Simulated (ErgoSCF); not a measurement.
**[CF3]+ (SMILES F[C+](F)F) at 4 levels**

We compute a comparison of 4 runs (HF/6-31G*, HF/def2-SVP, B3LYP/6-31G*, PBE0/def2-SVP) of [CF3]+. 

Program for the calculation: ErgoSCF 3.8.

1 further run of the same task is left out (set aside as unsound or not needed).

### Step 1. The molecule

[CF3]+ has 4 atoms, charge +1, and is taken as a singlet. SMILES: `F[C+](F)F`. Geometry: relaxed at PBE0-D4/def2-TZVP.

Bond lengths: F1–C2 1.230 Å, C2–F3 1.230 Å, C2–F4 1.230 Å. Angles: F1–C2–F3 120.0°, F1–C2–F4 120.0°, F3–C2–F4 120.0°.

### Step 2. The energy at HF/6-31G(d) (spherical functions) (run 1)

Contents of input.xyz:

```xyz
4

F      0.698600    -0.114600     1.005400
C      0.000000     0.000000     0.000000
F     -0.609500    -0.973400    -0.439400
F     -0.089000     1.088000    -0.566000
```

Contents of ergo.in:

```
set_nthreads(1)
molecule "input.xyz"
scf.max_number_of_iterations = 120
basis = "6-31G*"
scf.output_mulliken_pop = 1
tmpdir = "."
charge = 1
scf.use_diagonalization = 1
run "HF"
```

The basis set 6-31G* is read from a file made from the Basis Set Exchange's data (not shown).

On the command line:

```console
$ ergo ergo.in
```

The program printed:

```text
[...]
INSC SCF_general constructor, number of basis functions: 56
[...]
INSC Energy   1 =       -164.97102194772
[...]
INDE E_LUMO =         -0.20057923295
[...]
INSC Energy  12 =       -335.80472987197  ( diff     -0.000000000027399 )
[...]
RESC CONVERGED after  12 iterations.
RESC FINAL ENERGY:       -335.80472987197
[...]
INSC SCF: dipole_moment_x [atomic units] =      -0.00001179
INSC SCF: dipole_moment_y [atomic units] =       0.00001136
INSC SCF: dipole_moment_z [atomic units] =       0.00000217
[...]
```

Run time: 6.9 s. Hardware: 1 thread of Intel Xeon Platinum 8488C (Sapphire Rapids), shared host; peak memory 0.27 GiB.

### Step 3. A single-point energy at HF/def2-SVP (run 2)

Contents of job.ego:

```
set_nthreads("env")
tmpdir = "."
basis = "def2-SVP"
scf.use_diagonalization = 1
charge = 1
scf.max_number_of_iterations = 120
scf.output_mulliken_pop = 1
molecule_inline Angstrom
F        0.698600      -0.114600       1.005400
C        0.000000       0.000000       0.000000
F       -0.609500      -0.973400      -0.439400
F       -0.089000       1.088000      -0.566000
EOF
run "HF"
```

The basis set def2-SVP is read from a file made from the Basis Set Exchange's data (not shown).

On the command line:

```console
$ ergo job.ego
```

The program printed:

```text
[...]
INSC SCF_general constructor, number of basis functions: 56
[...]
INSC Energy   1 =       -160.13269630502
[...]
INDE E_LUMO =         -0.21326953053
[...]
INSC Energy  12 =       -335.53405589868  ( diff     -0.000000000018986 )
[...]
RESC CONVERGED after  12 iterations.
RESC FINAL ENERGY:       -335.53405589868
[...]
INSC SCF: dipole_moment_x [atomic units] =      -0.00001524
INSC SCF: dipole_moment_y [atomic units] =       0.00001330
INSC SCF: dipole_moment_z [atomic units] =       0.00000403
[...]
```

It took 6.9 s on 1 thread of Intel Xeon Platinum 8488C (Sapphire Rapids), shared host; peak memory 0.27 GiB.

Run 3 isn't shown in full; the table further down has it.

### Step 4. A single-point energy at PBE0/def2-SVP (run 4)

Contents of input.ego:

```
# CF3
set_nthreads(1)
molecule_inline
F      1.32016267    -0.21656261     1.89993065
C      0.00000000     0.00000000     0.00000000
F     -1.15178807    -1.83945941    -0.83034566
F     -0.16818563     2.05602202    -1.06958499
EOF
basis = "def2-SVP"
scf.use_diagonalization = 1
scf.max_number_of_iterations = 120
tmpdir = "."
XC.sparse_mode = 0
XC.radint = 1e-11
charge = 1
scf.output_mulliken_pop = 1
XC.angint = 41
run "PBE0"
```

The basis set def2-SVP is read from a file made from the Basis Set Exchange's data (not shown).

On the command line:

```console
$ ergo input.ego
```

The program printed:

```text
[...]
INDF Weighted mixed functional:
[...]
INSC Energy   1 =       -168.20643425558
[...]
INDE E_LUMO =         -0.38861233060
[...]
INSC Energy  16 =       -336.65424951784  ( diff     -0.000000000000853 )
[...]
RESC CONVERGED after  16 iterations.
RESC FINAL ENERGY:       -336.65424951784
[...]
INSC SCF: dipole_moment_x [atomic units] =       0.00000226
INSC SCF: dipole_moment_y [atomic units] =       0.00001227
INSC SCF: dipole_moment_z [atomic units] =       0.00000181
[...]
```

Run time: 11 s. Hardware: 1 thread of Intel Xeon Platinum 8488C (Sapphire Rapids), shared host; peak memory 0.27 GiB.

### Step 5. The series

```csv
run,level,integration grid,radint,energy (Eh),wall time
1,HF/6-31G* (spherical functions),–,–,-335.804730,6.9 s
2,HF/def2-SVP,–,–,-335.534056,6.9 s
3,B3LYP/6-31G* (spherical functions),Turbo,1e-11,-337.222126,11 s
4,PBE0/def2-SVP,Turbo,1e-11,-336.654250,11 s
```

### Step 6. Results

```
           quantity          value
run 4: total energy  -336.65425 Eh
```

**Reading.** Totals of different functionals can't be ranked against each other. All runs together took 35 s, the longest 11 s.
